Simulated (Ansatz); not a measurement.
Run this with Ansatz 0.2.0 through its Python package and show what comes out.

Script `bh2n_relaxed_scan.py`:
```python
# -*- coding: utf-8 -*-
'''One bond of BH2N held at set lengths while the rest relaxes.'''

import warnings

import ansatz as az
from ase import Atoms
import numpy as np

warnings.simplefilter('ignore', az.DeckWarning)

atoms = Atoms(['B', 'N', 'H', 'H'], positions=[
    (-0.083, 0.006, 0.0154),
    (1.3974, -0.1255, -0.3005),
    (-0.6914, 0.9367, -0.3829),
    (-0.623, -0.8172, 0.6679),
])
bh2n = az.Crystal.molecule_from_ase(atoms)

model = (
    bh2n.calculation()
    .basis(gaussian='def2-SVP')
    .functional('hf')
    .spin('collinear', total=2)
)
symbols = [site.symbol for site in bh2n.cartesian_sites]
pairs = [(0, 1), (0, 2), (0, 3)]
print('held (A)   E (eV)        ', '  '.join(f'{symbols[i]}{i}-{symbols[j]}{j}' for i, j in pairs))
for length in [1.4, 1.52, 1.64, 1.82, 2.05]:
    r = model.relax(constraints=[az.DistanceConstraint((0, 1), at=length)], force_tolerance=0.02, max_steps=60).run(threads=1).report
    xyz = np.array(r['positions_ang'])
    print(f'{length:6.2f} {r["free_energy_ev"]:14.5f}  ', '  '.join(f'{np.linalg.norm(xyz[i] - xyz[j]):.3f}' for i, j in pairs))
```

```console
$ python bh2n_relaxed_scan.py
held (A)   E (eV)         B0-N1  B0-H2  B0-H3
  1.40    -2181.16263   1.400  1.201  1.201
  1.52    -2181.20576   1.520  1.197  1.197
  1.64    -2180.91002   1.640  1.194  1.194
  1.82    -2180.19819   1.820  1.191  1.191
  2.05    -2179.30874   2.050  1.190  1.190
```

What to keep in mind:
- Total energies depend on the basis set; only differences at equal settings carry meaning.
- The energies are electronic: no zero-point or thermal terms, and the basis set is short of its limit.
- The run takes the species as open-shell (spin multiplicity 3), which needn't be its ground state.
- The expectation value of S² is noticeably off S(S+1) in at least one run, so that state is spin-contaminated.
- The script silences the warnings on its input, which a real study should read.
- Finished in 7.6 s on 1 thread of Arm Neoverse V2 (shared host), peak memory 0.17 GiB.
